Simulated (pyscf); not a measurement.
Single points on ωB97X-D3(BJ)/def2-SVP structures (PySCF, gas phase).

Problem. Estimate by transition-state theory the rate constant of `[SeH2]` + `[GeH4]` -> `[SeH2]` + `[H][H]` + `[GeH2]` [singlet] (singlet surface; H–Se, Ge–H, Ge–H broken, H–Se, H–H formed) at 900 K, with ωB97M-D3(BJ)/def2-TZVP energies (ideal gas, 1 atm, RRHO with modes under 100 cm⁻¹ raised to 100, one conformer, R ln 2 for chiral ones without a mode under 150 cm⁻¹; no tunnelling).

Solution. The electronic barrier is 63.1 kcal/mol and the thermal terms add +21.6, so ΔG‡ = 84.7 kcal/mol. With k_BT/h = 1.88e+13 s⁻¹ and RT = 1.788 kcal/mol, and a volume of 1.23e-19 cm³ per molecule at 1 atm, k = 6.2e-27 cm³ molecule⁻¹ s⁻¹. Wigner's tunnelling factor for 1461i cm⁻¹ would be 1.23. A shift of 1 kcal/mol in the barrier changes k by a factor 1.7. On the product side the descent ends in a bound adduct (not fully relaxed), 9.2 kcal/mol under the separated species and 25.6 kcal/mol under the saddle at ωB97X-D3(BJ)/def2-TZVP. The same reactants have a lower exit, to H₃Ge–SeH + H₂ (barrier +53.3 kcal/mol at ωB97M-D3(BJ)/def2-TZVP, against +63.1 kcal/mol here). This is the saddle that the search found; another between the same sides may lie lower. Elements up to Kr have no core potential and no relativistic terms here.
